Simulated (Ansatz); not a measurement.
# CH3+ (singlet): from Hartree-Fock to the top rungs at scale of all distances = 1.727, cc-pVDZ

How much of the correlation energy of CH3+ (singlet) does each wave-function method recover here?

Program: Ansatz 0.2.0, Gaussian basis. Level of theory: cc-pVDZ, core rule «outside noble gas», up to 1 orbitals frozen. These are calculated values, not measurements.

The runs, in order: UHF; CCSD(T) on RHF; CCSD(T) on UHF; BCCD(T) on RHF; CISD; CCSDT(Q) on RHF; CCSDT(Q) on UHF; CCSDTQ on RHF; CASSCF and MRCISD+Q, 2 electrons in 2 orbitals; CASSCF and NEVPT2, 2 electrons in 2 orbitals; CASSCF and MRCISD+Q, 6 electrons in 7 orbitals; CASSCF and NEVPT2, 6 electrons in 7 orbitals; Full CI.

13 further runs of the same task are left out: 1 for a mislabelled method, 9 that didn't finish, 3 set aside as unsound or not needed.

## Step 1: The system

The geometry derives from a PBE0/def2-TZVP stationary point (not a proven minimum). All distances are scaled together.

4 atoms, charge 1, spin multiplicity 1.

Atoms are counted from 1 here; the program's logs count them from 0.

No contacts short enough for the rule that draws bonds.

Geometry (Å):

```xyz
4

C     0.0000    0.0000    0.0000
H     1.8879    0.0240   -0.0004
H    -0.9647    1.6229   -0.0048
H    -0.9232   -1.6469    0.0052
```

## Step 2: UHF

in.yaml reads:

```yaml
crystal:
  periodic: [false, false, false]
  atoms:
    - {symbol: C, position_ang: [0.000000, 0.000000, 0.000000]}
    - {symbol: H, position_ang: [1.887874, 0.024001, -0.000403]}
    - {symbol: H, position_ang: [-0.964723, 1.622938, -0.004840]}
    - {symbol: H, position_ang: [-0.923151, -1.646939, 0.005243]}
basis:
  gaussian: {orbitals: cc-pVDZ}
total_charge: 1
magnetization: {spin_polarized: true, initial_magnetization: 0}
hamiltonian: {xc: hf}
output: {orbitals: {seedname: orbitals}}
```

The run is started by

```console
> ansatz run in.yaml --threads 1 --pin off --events-out ev --progress --plain --max-ram 2393MiB
```

After this run come: CCSD(T) on RHF; CCSD(T) on UHF; BCCD(T) on RHF; CISD; CCSDT(Q) on RHF; CCSDT(Q) on UHF; CCSDTQ on RHF; CASSCF and MRCISD+Q, 2 electrons in 2 orbitals; CASSCF and NEVPT2, 2 electrons in 2 orbitals; CASSCF and MRCISD+Q, 6 electrons in 7 orbitals; CASSCF and NEVPT2, 6 electrons in 7 orbitals; Full CI.

Q: Predict the results of all the runs planned. Wanted: FCI below the RHF energy; RMP2 from FCI; UMP2 from FCI; RCCSD from FCI; RCCSD(T) from FCI; UCCSD(T) from FCI; RCCSDT(Q) from FCI; UCCSDT(Q) from FCI; NEVPT2 pair from FCI.

As calculated:

| quantity | value |
| --- | --- |
| FCI below the RHF energy | -5.5692 eV |
| RMP2 from FCI | +33.40 kcal/mol |
| UMP2 from FCI | +50.71 kcal/mol |
| RCCSD from FCI | +7.88 kcal/mol |
| RCCSD(T) from FCI | +2.07 kcal/mol |
| UCCSD(T) from FCI | +3.52 kcal/mol |
| RCCSDT(Q) from FCI | +0.10 kcal/mol |
| UCCSDT(Q) from FCI | +0.21 kcal/mol |
| NEVPT2 pair from FCI | +28.81 kcal/mol |
| MRCISD+Q pair from FCI | -1.06 kcal/mol |
| NEVPT2 valence from FCI | +6.88 kcal/mol |
| levels within 1 kcal/mol (43 meV) | RCCSDT, UCCSDT, RCCSDT(Q), UCCSDT(Q), RCCSDTQ, MRCISD+Q valence |
| T1 diagnostic | 0.024 |
| effectively unpaired electrons | 0.44 |

In words: RCCSD(T) misses by +2.07 kcal/mol, 1.6 % of the correlation energy. CCSD(T) misses by +2.07 kcal/mol on the restricted determinant and by +3.52 kcal/mol on the unrestricted one; the two need not hold the same state or core. MRCISD+Q pair falls below full CI: the +Q correction isn't variational, and the cores differ from full CI's. The occupations show some static correlation. Of the multireference levels listed MRCISD+Q valence comes nearest in total energy (+0.48 kcal/mol), which doesn't show that its space is the better one. Coupled cluster took another determinant than the lowest Hartree-Fock one. These misses are within one basis, not against nature.
